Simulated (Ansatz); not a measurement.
# H3Ge–BH2, singlet: reading a ladder of total energies

Geometry: that of the H3Ge–BH2, triplet, kept fixed.

```xyz
7

Ge   -0.0092    0.0000    0.3056
B     0.1338    0.0000   -1.8952
H     0.7100   -1.2821    0.7492
H     0.7100    1.2821    0.7492
H    -1.4876    0.0000    0.7272
H    -0.3540   -1.0970   -1.9610
H    -0.3540    1.0970   -1.9610
```

Basis cc-pVDZ; Ansatz 0.2.0. Correlated methods freeze the noble-gas cores and the filled d shells of p-block atoms, which leaves 12 electrons in 51 orbitals. Prefix R: restricted or restricted open-shell reference. No spin–orbit coupling is included, and no scalar relativity.

Full CI isn't at hand for all of this; RCCSDT(Q) serves as the reference, and is uncertain by the last step of the cluster series or more.

RCCSD has a T1 diagnostic of 0.012 and a largest doubles amplitude of 0.05.

Runs differ by some tens of microhartree through their thresholds, so steps under 0.03 kcal/mol mean nothing.

```
    level  total energy (hartree)
      RHF            -2102.808326
     RMP2            -2102.999003
    RCCSD            -2103.044170
 RCCSD(T)            -2103.049713
   RCCSDT            -2103.050816
RCCSDT(Q)            -2103.051051
```

**Question.** What is the correlation energy at RCCSDT(Q), and what share of it do RMP2 and RCCSD recover?

**Answer.** E(corr) = -2103.051051 − (-2102.808326) = -0.242725 hartree = -6.605 eV. RMP2: -0.190677 / -0.242725 = 78.56 %. RCCSD: -0.235844 / -0.242725 = 97.17 %.

**Question.** By how many kcal/mol does RCCSD(T) miss RCCSDT(Q) (1 hartree = 627.509 kcal/mol), and which steps make up the rest?

**Answer.** -2103.049713 − (-2103.051051) = 0.001338 hartree = 0.84 kcal/mol. Steps: RCCSDT − RCCSD(T) = -0.69, RCCSDT(Q) − RCCSDT = -0.15 kcal/mol. Differences between like states or geometries often cancel part of this.
